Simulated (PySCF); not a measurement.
# Computed data sheet: `CCCCl`

C₃H₇Cl.
Geometry (PBE0-D3(BJ)/def2-SVP, Å), atoms numbered from 1 in this order:
```
atom  x, y, z in Å
C1    -1.2645    0.2488    0.0978
C2    -0.0409   -0.6400   -0.0449
C3     1.2781    0.0956    0.0684
Cl4    1.4956    1.3037   -1.2403
H5    -1.2784    0.7560    1.0759
H6    -2.1924   -0.3352    0.0092
H7    -1.2739    1.0246   -0.6820
H8    -0.0663   -1.1742   -1.0092
H9    -0.0422   -1.4178    0.7397
H10    1.3527    0.6470    1.0173
H11    2.1303   -0.5939   -0.0009
```

**PBE0-D3(BJ)/def2-SVP geometry optimisation, gas phase (PySCF)**

```
Point group                  : C1
Rotational constants A, B, C : 11.820, 3.340, 2.859 GHz
```

B3LYP/def2-SVPD ground state, ΔSCF and vertical TDDFT (core frozen in the response) (PySCF):

```
Dipole moment                                                     : 2.12 D
HOMO energy                                                       : -8.11 eV
LUMO energy                                                       : 0.28 eV
HOMO–LUMO gap                                                     : 8.39 eV
Lowest singlet excitation                                         : 7.17 eV (173 nm, f = 0.003)
Strongest line among the 10 lowest singlet transitions            : S4 at 7.75 eV (160 nm, f = 0.036)
Lowest triplet excitation (Tamm–Dancoff)                          : 6.55 eV
Static isotropic polarisability                                   : 53.7 au
Vertical ionisation energy                                        : 10.80 eV
Electronic spatial extent ⟨r²⟩ about the centre of nuclear charge : 464 bohr²
```

From delta-SCF UKS SCAN, pcX-2 on the ionised atom, pcseg-1 elsewhere, spin-free X2C; 2p3/2 from a spin–orbit splitting computed afterwards within the 2p shell (PySCF):

```
Core binding energies : Cl2p3/2 205.8 (Cl4), C1s 290.8 (C1), C1s 291.1 (C2), C1s 292.3 (C3), Cl1s 2828.4 (Cl4) eV
```

Monoisotopic mass (most abundant isotopes): 78.0236 u.

The vertical singlet–triplet gap S1 − T1 is 0.62 eV (TDDFT singlet less Tamm–Dancoff triplet; S1: HOMO→LUMO, weight 0.79; T1: HOMO→LUMO, weight 0.68). The largest Löwdin shares of the HOMO are 0.76 on Cl4, 0.13 on C3 and 0.04 on H11. No computed singlet falls in the visible range (750 to 380 nm, 1.65 to 3.26 eV); S1 lies 3.91 eV above its blue end. In atomic units the dipole is 0.83 e·bohr (1 au = 2.5417 D). The polarisability is 7.95 Å³ as a volume (1 au = 0.148185 Å³), or 1.28 au for each of the 42 electrons. With B = h/(8π²I), that is 505.379 GHz u Å² over I, the principal moments of inertia are 42.8, 151.3 and 176.7 u Å² (most abundant isotopes). The rotational constants make it an asymmetric top with κ = (2B − A − C)/(A − C) = -0.89, nearer the prolate limit (−1).

For the core-ionisation job (SCAN ΔSCF), on an Arm Neoverse V1 with one thread, shared host with 32 logical CPUs at a one-minute load of 33, this took 25 s and 0.41 GiB of memory at its peak.

One conformer stands for the species.
